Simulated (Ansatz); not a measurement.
Diamond, treated with PBE (plane waves, PAW; Ansatz, an electronic-structure program).

Settings: plane-wave cutoff 520 eV, 16×16×16 k mesh, perturbation theory, scalar-relativistic PAW data made under PBE.

The cell has the measured lattice parameters. Conventional cell: a = 3.5670 Å, b = 3.5670 Å, c = 3.5670 Å, α = 90.00°, β = 90.00°, γ = 90.00°.

```yaml
crystal:
  lattice:
    - [0.00000, 1.78350, 1.78350]
    - [1.78350, 0.00000, 1.78350]
    - [1.78350, 1.78350, 0.00000]
  atoms:
    - { symbol: C, position: [0.50000, 0.50000, 0.50000] }
    - { symbol: C, position: [0.75000, 0.75000, 0.75000] }
```

Harmonic phonon frequencies (cm⁻¹; i marks an imaginary mode):

```tsv
q point	frequencies
Γ	…
X	…
U	…
L	547 547 1045 1199 1199 1249
W	…
```

Task: What belongs in the gaps?

Result: 
- Γ, frequencies: 0 0 0 1295 1295 1295
- X, frequencies: 782 782 1063 1063 1196 1196
- U, frequencies: 747 970 1002 1054 1083 1225
- W, frequencies: 910 910 992 992 1154 1154

Measured, for comparison: zone-centre TO phonon frequency 1333 cm⁻¹ (low temperature, zero-point motion not removed; as tabulated in Kunc et al. (2003), arXiv:cond-mat/0304692). Computed (rounded) less measured: zone-centre TO phonon frequency -3 %.

No imaginary mode appears at these points.

Note: the cell isn't this level's own, so it is under some stress, which shifts stiffness and frequencies.
